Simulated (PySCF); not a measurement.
**NaB+: from the state search to spectroscopic constants**

Aim: find the lowest electronic state of NaB+, scan its bond at several levels of theory, and get bond length, wavenumber and dissociation energy from each curve.

Program: PySCF 2.14.0. Level of theory: Na pcseg-2, B pcseg-2, no relativity. These are calculated values, not measurements.

### 1 Input

A driver script around PySCF takes these settings:

- atoms: Na, B
- charge: 1
- basis: Na pcseg-2, B pcseg-2
- Hamiltonian: no relativity
- basis functions: 49
- electrons treated: 15
- masses in u: 22.9898, 11.0093
- levels: PBE0, PBE, r²SCAN, M06-L, PW91, TPSS, ωB97X, HF, MP2, SCS-MP2, CCSD, CCSD(T)
- grid: 80 radial by 434 angular points
- occupations: held fixed by the projection of orbital angular momentum
- dissociation limit: Na+ + B, each in its ground configuration
- starting distance in angstrom: 2.490
- values of 2S to try: 1, 3

Run with:

```sh
> OMP_NUM_THREADS=1 python dia.py task.json out
```

The runs that follow: PBE0 along the bond; Other states along the same grid; PBE; r²SCAN (meta-GGA); M06-L (meta-GGA); PW91 (GGA); TPSS; ωB97X; UHF; Correlated methods on the Hartree–Fock reference.

Q: Predict the outcome of this session. Wanted: for each run, Re; ωe; De; μ.

As calculated:

Lowest PBE0 solution found, without spin–orbit coupling: ²Σ⁺ (doublet), unpaired electrons σ ↑. State 2 has its PBE0 minimum 0.54 eV higher. State 3 has its PBE0 minimum 3.49 eV higher. The other levels ran on the lowest alone.

```csv
level,Re (Å),ωe (cm⁻¹),De (eV),μ (D)
UHF,2.878,216.3,0.55,-2.63
UHF-MP2,2.852,221.7,0.56,n/a
UHF-SCS-MP2,2.857,220.1,0.55,n/a
UHF-CCSD,2.859,219.4,0.55,n/a
UHF-CCSD(T),2.858,219.7,0.55,n/a
PBE,2.877,200.7,0.63,-2.18
PW91,2.868,202.7,0.65,-2.14
TPSS,2.868,208.2,0.61,-2.35
r²SCAN,2.871,208.2,0.58,-2.46
M06-L,2.880,206.1,0.53,-2.67
PBE0,2.852,211.2,0.61,-2.35
ωB97X,2.850,214.0,0.54,-2.61
```

De is counted to Na+ + B in their ground configurations. A positive dipole points from Na to B; in an ion it is taken about the centre of mass and does not tell which atom is negative.

Differences from CCSD(T) in the same basis:

```csv
level,Re (mÅ),ωe (%)
UHF,+20,-1.6
UHF-MP2,-6,+0.9
UHF-SCS-MP2,-1,+0.2
UHF-CCSD,+1,-0.1
PBE,+19,-8.6
PW91,+10,-7.7
TPSS,+10,-5.3
r²SCAN,+12,-5.3
M06-L,+22,-6.2
PBE0,-6,-3.9
ωB97X,-8,-2.6
```

In words: Judged by CCSD(T) in the same basis: best bond length UHF-SCS-MP2 and UHF-CCSD (1 mÅ off), worst M06-L (+22 mÅ); best wavenumber UHF-CCSD (-0.1 %), worst PBE (-8.6 %). Of the levels with a De here, M06-L gives the least (0.53 eV) and PW91 the most (0.65 eV).

Correlated steps freeze 2 core orbitals.
